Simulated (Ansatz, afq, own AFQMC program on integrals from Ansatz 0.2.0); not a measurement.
## CHGe, quartet: a scan with AFQMC

```yaml
atoms:
  - { symbol: Ge, position_ang: [0.0000, 0.0140, 0.3105] }
  - { symbol: C, position_ang: [0.0000, -0.1369, -1.6710] }
  - { symbol: H, position_ang: [0.0000, 0.6198, -2.4658] }
```

The Ge1–C2 distance is changed with both sides rigid. Energies in kcal/mol count from this geometry (1.987 Å) at the same level; the start stands on ROHF, each point on the determinant named.

Basis cc-pVDZ. Only valence electrons are correlated. Ansatz 0.2.0 and our own AFQMC program on the same integrals; the CISD trial comes from CCSD amplitudes, and released means the phaseless constraint is let go. ± is one standard error of the sampling. No spin–orbit coupling.

Cautions, each for one point or more: a spin-contaminated unrestricted determinant lies lower; higher spins were not checked; inner d shell frozen; lower spins were not checked; no relativity below Rb; no spin-orbit coupling; strong correlation; the ph-AFQMC/CISD walk drifts between its halves; the search met a lower determinant of the same kind, perhaps of another symmetry, and this one is a saddle point.

```json
{"r(Ge1–C2) / Å": "2.419", "det.": "ROHF", "T1": "0.038", "weight": "0.86", "MP2": "17.6", "wB97M-V": "18.6", "CCSD(T)": "15.6"}
{"r(Ge1–C2) / Å": "3.248", "det.": "ROHF†", "T1": "0.069", "weight": "0.82", "MP2": "61.6", "wB97M-V": "60.9", "CCSD(T)": "56.2"}
{"r(Ge1–C2) / Å": "4.475", "det.": "ROHF", "T1": "0.017", "weight": "0.89", "MP2": "65.7", "wB97M-V": "68.7", "CCSD(T)": "61.4"}
```

**Question.** Estimate the curve of CCSDT(Q), counted from the same start.

**Answer.** 
```tsv
r(Ge1–C2) / Å	det.	T1	weight	CCSDT(Q)	ph-AFQMC/CISD	released AFQMC
2.419	ROHF	0.038	0.86	15.0	16.1 ± 0.3	15.7 ± 0.6*
3.248	ROHF†	0.069	0.82	55.0	56.6 ± 0.5	55.9 ± 0.8*
4.475	ROHF	0.017	0.89	61.8	62.0 ± 0.3	61.9 ± 0.4
```

Weight is that of the determinant in the CISD state; at the start T1 is 0.029 and the weight 0.89. An asterisk marks released energies that aren't shown to be converged. A dagger marks points whose determinant fills other symmetries than the start's, so the wave-function levels may follow another state there, or a degenerate partner. Largest departures from CCSDT(Q), at the points where its series has closed: CCSD(T) 0.6 kcal/mol at 2.419 (on ROHF), ph-AFQMC/CISD 1.1 kcal/mol at 2.419 (on ROHF), MP2 3.9 kcal/mol at 4.475 (on ROHF), wB97M-V 6.9 kcal/mol at 4.475. Functionals count only at points shown to share the start's state and spin. In this small basis the wave-function levels are far from their limit, so their gap to the functionals isn't the functionals' error.

A walk keeps the symmetry of its determinant, which the program's search chose and which needn't be the lowest solution, so a lower state of the same spin and another symmetry isn't excluded.
